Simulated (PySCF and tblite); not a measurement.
Results of a calculation; reference values are marked as such.
System: C4H7NS, numbered as in [CH2:1]=[CH:2][C:3](=[S:4])[NH:5][CH3:6].

Motion: rotation about the C2–C3 bond (torsion C1–C2–C3–S4 from 0° to 160°, rising). GFN2-xTB gives an electronic barrier of 4.0 kcal/mol and a reaction energy of 0.6 kcal/mol.

PBE0/pcSseg-1 + D3(BJ) on GFN2-xTB geometries gives 3.8 kcal/mol and k(298 K) = 1.8×10¹⁰ s⁻¹.

Q: What does PBE0/6-31G* + D3(BJ) give on GFN2-xTB geometries?

A: A barrier of 4.1 kcal/mol, 0.4 above the first DFT barrier (from unrounded values), a reaction energy of 0.6 kcal/mol and, with GFN2-xTB thermal terms, ΔG‡(298 K) = 4.2 kcal/mol and k = 9.6×10⁹ s⁻¹ (2 equivalent paths).

Programs: tblite and PySCF.
